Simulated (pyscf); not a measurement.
Structures and frequencies: ωB97X-D3(BJ)/def2-SVP in PySCF. Correlated levels are frozen-core, on RHF or UHF. ΔMP2 is the change of the MP2 total energy from the triple- to the quadruple-zeta basis.

Estimate by transition-state theory the rate constant of H₃C–Br (SMILES CBr) + H• (SMILES [H]) → CH₄ (SMILES C) + Br• (SMILES [Br]) (doublet surface; Br–C broken, C–H formed) at 298 K, with CCSD(T)/def2-TZVPP + ΔMP2(QZVPP) energies (ideal gas, 1 atm, RRHO with modes under 100 cm⁻¹ raised to 100, one conformer, R ln 2 for chiral ones without a mode under 150 cm⁻¹; no tunnelling).

The electronic barrier is 13.2 kcal/mol and the thermal terms add +6.9, so ΔG‡ = 20.1 kcal/mol. With k_BT/h = 6.21e+12 s⁻¹ and RT = 0.592 kcal/mol, and a volume of 4.06e-20 cm³ per molecule at 1 atm, k = 4.3e-22 cm³ molecule⁻¹ s⁻¹. Wigner's tunnelling factor for 1339i cm⁻¹ would be 2.74, likely too low at so high a frequency. A shift of 1 kcal/mol in the barrier changes k by a factor 5.4. The same reactants have a lower exit, to CH₃• + HBr (barrier +7.7 kcal/mol at ωB97M-D3(BJ)/def2-TZVP, against +13.5 kcal/mol here). One saddle was located; it need not be the lowest between these sides. The angle at the attacked C is 180°. The CCSD(T) − MP2 part came from Ansatz, without density fitting, on the same reference. The frozen core leaves the outer d or s,p core shells of the metals and heavy elements correlated in the MP2 and CC values, and def2-TZVPP describes them poorly, which can shift differences by a few kcal/mol. Elements up to Kr have no core potential and no relativistic terms here.
